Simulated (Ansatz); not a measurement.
**SiClO−: single points off equilibrium**

One table from this session's results is given with a row withheld; the runs are named, their logs left out.

Computed with Ansatz 0.2.0, Gaussian basis. Level: single points in def2-TZVPPD.

Correlated methods freeze the cores.

## Starting geometry

SMILES `O=[Si-]Cl`, 3 atoms, charge -1, spin multiplicity 1.

Atoms are counted from 1 here; the program's logs count them from 0.

Bond lengths: O1–Si2 1.523 Å.

Coordinates:

```xyz
3
ClOSi
O     0.38520    1.46310    0.38940
Si    0.76860   -0.01030    0.42530
Cl   -1.16170   -1.42600   -0.79960
```

The first run:

Contents of run/in.yaml:

```yaml
crystal:
  periodic: [false, false, false]
  atoms:
    - {symbol: O, position_ang: [0.385200, 1.463100, 0.389400]}
    - {symbol: Si, position_ang: [0.768600, -0.010300, 0.425300]}
    - {symbol: Cl, position_ang: [-1.161700, -1.426000, -0.799600]}
basis:
  gaussian: {orbitals: "def2-TZVPPD.json"}
total_charge: -1
correlation: {method: ccsd_t}
output: {forces: true}
```

The basis file named in the input lies beside it (Basis Set Exchange, JSON).

The command line of these runs was not kept.

Among the steps run: CCSD(T)/def2-TZVPPD; PBE0-D4/def2-TZVPPD; wB97M-V/def2-TZVPPD; r2SCAN-D4/def2-TZVPPD; PBE-D4/def2-TZVPPD; revPBE-D4/def2-TZVPPD; HSE06-D4/def2-TZVPPD.

One table of the session follows, with a row left open; its other results are not shown here.

| method | RMS force component (eV/Å) | angle to CCSD(T) forces (°) |
| --- | --- | --- |
| CCSD(T) | 0.645 | reference |
| PBE0-D4 | 0.485 | 23.6 |
| wB97M-V | ? | ? |
| r2SCAN-D4 | 0.572 | 8.3 |
| PBE-D4 | 0.849 | 8.2 |
| revPBE-D4 | 0.927 | 12.2 |
| HSE06-D4 | 0.491 | 22.5 |

Q: Estimate the row for wB97M-V from the others.

**Answer.** RMS force component (eV/Å): 0.424; angle to CCSD(T) forces (°): 23.2. In the column «RMS force component (eV/Å)» it is the lowest.
